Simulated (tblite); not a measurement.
C5H7O (doublet state).
Numbering: `[CH2:1][O:2][C:3]1([CH3:4])[CH:5]=[CH:6]1` (hydrogens: H7, H8 on C1; H9, H10, H11 on C4; H12 on C5; H13 on C6)
Bond orders are those of one Lewis drawing.

Computed with GFN2-xTB (tblite), gas phase: L-BFGS steps from a force-field or distance-geometry start until the largest atomic force falls under 0.01 eV/Å.

Step 99: E = -494.1107 eV
```
atom  x, y, z in Å  |  force x, y, z in eV/Å
C1      1.8238    0.6378   -0.8561    0.051   0.050   0.018
O2      0.9485   -0.3921   -0.7677   -0.077  -0.047  -0.014
C3     -0.2076   -0.2121    0.0195    0.005   0.006   0.027
C4     -0.5538   -1.4914    0.7496   -0.006   0.006   0.010
C5     -1.2661    0.7335   -0.4548    0.025  -0.002  -0.009
C6     -0.5436    1.1419    0.5555    0.016  -0.015   0.010
H7      2.4724    0.5916   -1.7086    0.016  -0.029  -0.009
H8      1.5515    1.5857   -0.4230    0.007   0.017  -0.033
H9     -0.8341   -2.2695    0.0417    0.029   0.023  -0.001
H10    -1.3828   -1.3145    1.4293   -0.020  -0.006  -0.008
H11     0.3050   -1.8385    1.3196    0.017  -0.003   0.001
H12    -2.0114    0.9284   -1.1850   -0.039   0.012  -0.021
H13    -0.3060    1.8997    1.2624   -0.024  -0.013   0.027
```

Step 100: E = -494.1115 eV
```
atom  x, y, z in Å  |  force x, y, z in eV/Å
C1      1.8232    0.6390   -0.8553    0.021   0.036   0.013
O2      0.9504   -0.3940   -0.7626   -0.071  -0.006  -0.014
C3     -0.2086   -0.2125    0.0203    0.018  -0.001   0.043
C4     -0.5543   -1.4929    0.7494   -0.004   0.012   0.006
C5     -1.2661    0.7353   -0.4533    0.042  -0.005   0.008
C6     -0.5453    1.1404    0.5596    0.050  -0.014   0.001
H7      2.4787    0.5852   -1.7024    0.014  -0.033  -0.005
H8      1.5378    1.5922   -0.4424    0.014   0.014  -0.031
H9     -0.8266   -2.2709    0.0381    0.017   0.021   0.014
H10    -1.3870   -1.3174    1.4253   -0.012  -0.020  -0.020
H11     0.3035   -1.8378    1.3236   -0.001   0.009  -0.010
H12    -2.0102    0.9364   -1.1827   -0.048   0.005  -0.032
H13    -0.2998    1.8975    1.2648   -0.041  -0.018   0.027
```

Step 101: E = -494.1124 eV
```
atom  x, y, z in Å  |  force x, y, z in eV/Å
C1      1.8253    0.6380   -0.8523   -0.020   0.033   0.007
O2      0.9492   -0.3940   -0.7625   -0.047   0.032  -0.016
C3     -0.2103   -0.2115    0.0193    0.026  -0.008   0.050
C4     -0.5535   -1.4929    0.7484    0.001   0.014   0.006
C5     -1.2687    0.7374   -0.4515    0.044  -0.004   0.016
C6     -0.5473    1.1394    0.5622    0.069  -0.010  -0.005
H7      2.4900    0.5751   -1.6919    0.009  -0.036   0.002
H8      1.5269    1.5980   -0.4625    0.027  -0.004  -0.031
H9     -0.8179   -2.2711    0.0344    0.006   0.013   0.025
H10    -1.3899   -1.3191    1.4206   -0.007  -0.033  -0.027
H11     0.3037   -1.8349    1.3265   -0.020   0.023  -0.022
H12    -2.0164    0.9424   -1.1766   -0.036  -0.005  -0.029
H13    -0.2954    1.8937    1.2683   -0.052  -0.014   0.025
```

Problem. Estimate the geometry and energy of step 102. (The exact step hangs on the optimiser's Hessian estimate; all steps are aligned on step 101, rigid shifts and turns removed.)

Solution. E = -494.1134 eV, largest force 0.079 eV/Å
```
atom  x, y, z in Å  |  force x, y, z in eV/Å
C1      1.8276    0.6368   -0.8489   -0.055  -0.030  -0.022
O2      0.9445   -0.3924   -0.7671    0.002   0.077  -0.016
C3     -0.2125   -0.2094    0.0175    0.026  -0.013   0.039
C4     -0.5517   -1.4914    0.7468    0.004   0.007   0.001
C5     -1.2732    0.7400   -0.4494    0.035  -0.007   0.024
C6     -0.5485    1.1394    0.5632    0.063  -0.001  -0.008
H7      2.5053    0.5615   -1.6776    0.000  -0.029   0.014
H8      1.5196    1.6020   -0.4814    0.029   0.016  -0.018
H9     -0.8086   -2.2699    0.0309   -0.003   0.000   0.029
H10    -1.3912   -1.3210    1.4158   -0.013  -0.038  -0.024
H11     0.3053   -1.8298    1.3280   -0.026   0.030  -0.027
H12    -2.0278    0.9456   -1.1683   -0.008  -0.011  -0.014
H13    -0.2931    1.8889    1.2728   -0.053  -0.001   0.022
```

The energy changes by -0.0009 eV. The first-order estimate −F·Δx gives -0.0014 eV and the mean of the old and new forces, exact on a quadratic surface, -0.0010 eV. The step makes an angle of 78° with the force vector and moves no atom by more than 0.025 Å.

What follows is the cost of the whole relaxation. Hardware: one thread, Arm Neoverse V2 (aarch64), shared host. Cost: 0.56 s.
